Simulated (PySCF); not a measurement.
A made-up structure of CH4B2, singlet:

| atom | x (Å) | y (Å) | z (Å) |
| --- | --- | --- | --- |
| B1 | -0.9788 | 0.0735 | 0.0193 |
| C2 | 0.2102 | -0.1397 | -1.0371 |
| B3 | 0.8902 | -0.0153 | 0.4115 |
| H4 | -2.2701 | 0.2009 | 0.2994 |
| H5 | 0.4493 | -0.2972 | -2.2044 |
| H6 | -0.2692 | 0.1786 | 1.3249 |
| H7 | 1.9683 | -0.0007 | 1.1865 |

It is relaxed with PBE-D4/def2-SVP and then PBE0-D4/def2-TZVP (PySCF 2.14 with density fitting (its default auxiliary sets; JK sets also for MP2 and CCSD(T))). Atoms count as bonded within 1.22 times the sum of their covalent radii (H–H: 0.88 Å). The end point is not checked to be a true minimum.

Problem. Does its bonding change? (Judge from chemistry; the calculation decides.)

Solution. Computed: Yes. Formed: B1–H6, B3–H6; broken: none.

Where it ends: The first stage lowers the energy by 1.42 eV in 11 steps. It ends as CH₄B₂ ([H]1[BH]2[CH][BH]12):
```csv
atom,x (Å),y (Å),z (Å)
B1,-0.8736,0.0660,0.0156
C2,0.1879,-0.1235,-0.9280
B3,0.7953,-0.0134,0.3652
H4,-2.0271,0.1795,0.2653
H5,0.3997,-0.2632,-1.9706
H6,-0.2401,0.1590,1.1813
H7,1.7576,-0.0008,1.0576
```

Labels in which every atom is bracketed show which atoms are joined, not bond orders.

For scale, one of the runs: PBE0-D4/def2-TZVP relaxation, 117 basis functions, launched by `OMP_NUM_THREADS=2 python run.py`. Hardware: 2 CPU threads of an Intel Xeon, shared host. Wall time 40 s; peak host memory 1.1 GiB.
